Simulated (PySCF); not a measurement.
# BS at r²SCAN

Level: r²SCAN. B x2c-SVPall, S x2c-SVPall; spin-free X2C with a Gaussian nucleus (PySCF 2.14).

For BS, the state is ²Σ⁺ (doublet), unpaired electrons σ ↑, the bond length is 1.618 Å and the harmonic wavenumber is 1209 cm⁻¹. The force constant is 7.05 mdyn/Å and the rotational constant Be is 0.7858 cm⁻¹. The anharmonicity ωexe is 5.82 cm⁻¹ and the vibration–rotation constant αe is 0.00538 cm⁻¹. The well depth De to B + S is 6.30 eV, the dissociation energy D0 is 6.23 eV and the bond order (Mayer) is 2.53. The dipole moment (positive dipole means B(−)S(+)) is -0.86 D.

The state is the lowest determinant that a PBE0 search found; another state may lie lower at other levels.
